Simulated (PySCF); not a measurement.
# Solver options tried on BC (quartet)

Aim: find out which solver settings change the answer for BC (quartet).

The runs use PySCF 2.14.0; method and basis as typed in the scripts.

2 further runs of the same task are left out: 2 that didn't finish.

### Step 1. Starting geometry

BC (quartet): 2 atoms, charge 0, spin multiplicity 4.

Bond lengths: B1–C2 1.525 Å.

### Step 2. The base run

The input, input.py:

```python
from pyscf import gto, scf, mcscf

mol = gto.M(
    atom='B 0 0 0; C 0 0 1.525',
    basis='minao',
    charge=0,
    spin=3,
    verbose=3,
)
mf = scf.ROHF(mol)
mf.kernel()
mc = mcscf.CASSCF(mf, 6, 7)
mc.kernel()
mc.analyze()
mf.dip_moment()
print('orbital energies (hartree):', mf.mo_energy[..., max(0, mol.nelec[1]-3):mol.nelec[0]+3].round(4))
```

Command:

```
$ OMP_NUM_THREADS=1 python input.py
```

The log of this run is left out.

Base result: E(SCF) = -62.247766 Eh, E(CAS) − E(SCF) = -0.04493 Eh, μ = 1.19 D (of the SCF density).

The bond length is a typed value, not an optimised one. The quartet is typed in the script; nothing here shows that it is the ground state.

### Step 3. Initial guess huckel

Edit 1 changes initial guess: minao → huckel.

The input, input.py:

```python
from pyscf import gto, scf, mcscf

mol = gto.M(
    atom='B 0 0 0; C 0 0 1.525',
    basis='minao',
    charge=0,
    spin=3,
    verbose=3,
)
mf = scf.ROHF(mol)
mf.init_guess = 'huckel'
mf.kernel()
mc = mcscf.CASSCF(mf, 6, 7)
mc.kernel()
mc.analyze()
mf.dip_moment()
print('orbital energies (hartree):', mf.mo_energy[..., max(0, mol.nelec[1]-3):mol.nelec[0]+3].round(4))
```

Command:

```
$ OMP_NUM_THREADS=1 python input.py
```

### Step 4. Level shift 1 hartree

Edit 2 changes level shift: none → 1 hartree.

Changes to input.py since step 2:

```diff
@@ -10,2 +10,3 @@
 mf = scf.ROHF(mol)
+mf.level_shift = 1.0
 mf.kernel()
```

### Step 5. Smearing width 0.2 hartree

Edit 3 changes smearing width: none → 0.2 hartree; step after the SCF: casscf → none.

Changes to input.py since step 2:

```diff
@@ -1,2 +1,2 @@
-from pyscf import gto, scf, mcscf
+from pyscf import gto, scf
 
@@ -10,6 +10,4 @@
 mf = scf.ROHF(mol)
+mf = scf.addons.smearing_(mf, sigma=0.2, method='fermi')
 mf.kernel()
-mc = mcscf.CASSCF(mf, 6, 7)
-mc.kernel()
-mc.analyze()
 mf.dip_moment()
```

### Step 6. DIIS space 20

Edit 4 changes DIIS space: default → 20.

Changes to input.py since step 2:

```diff
@@ -10,2 +10,3 @@
 mf = scf.ROHF(mol)
+mf.diis_space = 20
 mf.kernel()
```

**Question.** What will these runs give? Wanted: for each run, E(SCF); from base; SCF dipole; after the SCF.

As calculated:

```csv
run,E(SCF) (hartree),from base (eV),SCF dipole (D),after the SCF
base,-62.247766,0,1.19,CASSCF correlation -1.223 eV
initial guess huckel,-62.089538,+4.3056,1.09,CASSCF correlation -5.528 eV
level shift 1 hartree,-62.247766,0.0000,1.19,CASSCF correlation -1.223 eV
smearing width 0.2 hartree (poor choice),-61.468107,not comparable,0.06,n/a
DIIS space 20,-62.247766,0.0000,1.19,CASSCF correlation -1.223 eV
```

What this shows: No change of the SCF energy comes from level shift 1 hartree or DIIS space 20. With initial guess huckel the SCF ends in another solution, 4.31 eV higher: the path to self-consistency decides the state here. Rows marked «poor choice» come from settings spoiled on purpose.
